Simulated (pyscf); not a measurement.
Routes from O=B–OH + CH₄

Candidate steps break at most two bonds and form at most two. Each was searched with GFN2-xTB (tblite) first. Single points on ωB97X-D3(BJ)/def2-SVP structures (PySCF, gas phase). MP2 and CC: frozen core, UHF for open shells. ΔMP2 is the change of the MP2 total energy from the triple- to the quadruple-zeta basis. Energies: CCSD(T)/def2-TZVPP + ΔMP2(QZVPP), kcal/mol, from the separated reactants, singlet surface; ΔG‡ with ideal gas, 1 atm, RRHO with modes under 100 cm⁻¹ raised to 100, one conformer, R ln 2 for chiral ones without a mode under 150 cm⁻¹.

| products | type | ΔE‡ | ΔE | ΔG‡ 298 K | ΔG‡ 900 K | ν‡ (cm⁻¹) |
|---|---|---|---|---|---|---|
| H₃C–B(OH)–OH | addition across a multiple bond or ene-type step | 45.9 | -24.9 | 53.9 | 72.6 | 1559i |
| O=B–OH + CH₄ | concerted two-bond exchange (H–O, C–H broken, H–O, C–H formed) | 60.3 | 0.0 | 66.6 | 85.9 | 1739i |
| H₂O + H₃C–B=O | four-centre exchange | 61.2 | +14.7 | 68.8 | 87.4 | 1540i |
| O=B–OH + CH₄ | four-centre exchange (H–O, C–H broken, H–O, C–H formed) | 67.5 | 0.0 | 73.1 | 89.7 | 2037i |
| H₃C–O–BH–OH | addition across a multiple bond or ene-type step | 84.8 | -0.9 | 93.6 | 112.3 | 1099i |

Row 1: On the product side the descent ends in a point that may be a rotor saddle (no frequency run), 2.2 kcal/mol over the lowest minimum found and 68.2 kcal/mol under the saddle at ωB97X-D3(BJ)/def2-TZVP. Row 3: On the product side the descent ends in a complex (not fully relaxed), 5.6 kcal/mol under the separated species and 48.8 kcal/mol under the saddle at ωB97X-D3(BJ)/def2-TZVP. Row 5: On the product side the descent ends in a point that may be a rotor saddle (no frequency run), 1.3 kcal/mol over the lowest minimum found and 87.2 kcal/mol under the saddle at ωB97X-D3(BJ)/def2-TZVP. 

Plain bond fissions and candidates not yet searched are not listed, and one of them may be faster. Each barrier is that of the saddle found; lower ones may exist. The CCSD(T) − MP2 part came from Ansatz, without density fitting, on the same reference.
